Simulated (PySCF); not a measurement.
Species: C6H7 (doublet state).
Structure used (PBE0-D3(BJ)/def2-SVP), in Å, numbered top down from 1:
```
atom  x, y, z in Å
C1    -1.129   -1.141    0.924
C2    -0.395    0.129    0.740
C3    -1.032    1.198   -0.148
C4    -0.037    1.187   -1.061
C5     0.714    0.149   -0.350
C6     1.836   -0.549   -0.529
H7    -1.096   -1.692    1.865
H8    -1.635   -1.598    0.069
H9    -0.029    0.524    1.704
H10   -1.973    1.746   -0.057
H11    0.150    1.740   -1.984
H12    2.142   -1.312    0.191
H13    2.475   -0.380   -1.400
```

The hyperfine couplings belong to this conformer and change with its torsions.

As a line formula: `[CH2][C@@H]1C=CC1=C` [radical].

Method: PySCF 2.14.0, UKS B3LYP, IGLO-III on C, pcH-1 on H, non-relativistic, mean-field spin-orbit, GIAO. Geometry: PBE0-D3(BJ)/def2-SVP, one conformer, isolated molecule. Stability of the SCF solution: not tested.

Question: Match the computed a_iso(13C) values +85.5, +81.3, +64.8, -33.5, -2.9 MHz with the sites C1; C2; C3; C4; C5.

Answer: 
```json
{"site": "C1", "a_iso (MHz)": "+85.5", "ρ(0) (bohr⁻³)": "+0.0760", "position": "largest spin population", "distance from C1 (Å)": "0.00", "spin population": "+1.07", "largest |T| (MHz)": "152.6"}
{"site": "C2", "a_iso (MHz)": "-33.5", "ρ(0) (bohr⁻³)": "-0.0298", "position": "1 bond from C1", "distance from C1 (Å)": "1.48", "spin population": "-0.08", "largest |T| (MHz)": "3.1"}
{"site": "C3", "a_iso (MHz)": "+64.8", "ρ(0) (bohr⁻³)": "+0.0577", "position": "2 bonds from C1", "distance from C1 (Å)": "2.57", "spin population": "+0.02", "largest |T| (MHz)": "8.2"}
{"site": "C4", "a_iso (MHz)": "-2.9", "ρ(0) (bohr⁻³)": "-0.0026", "position": "3 bonds from C1", "distance from C1 (Å)": "3.25", "spin population": "0.00", "largest |T| (MHz)": "1.8"}
{"site": "C5", "a_iso (MHz)": "+81.3", "ρ(0) (bohr⁻³)": "+0.0723", "position": "2 bonds from C1", "distance from C1 (Å)": "2.58", "spin population": "+0.03", "largest |T| (MHz)": "14.5"}
```

ρ(0) is the spin density at the nucleus and T the dipolar tensor; entries for several nuclei are means. The largest Mulliken spin populations are on C1 (+1.07) and C2 (-0.08). C1 is the only atom above +0.15. The angles at C1 add up to 359.7°, so it is planar; its axial dipolar tensor and the negative couplings of its protons fit spin in a p orbital normal to that plane.

Class means assume fast exchange of nuclei equivalent by connectivity; if that motion is slow, each nucleus keeps its own coupling.

On one thread, Arm Neoverse V1, no GPU (shared host), this took 49 s wall.
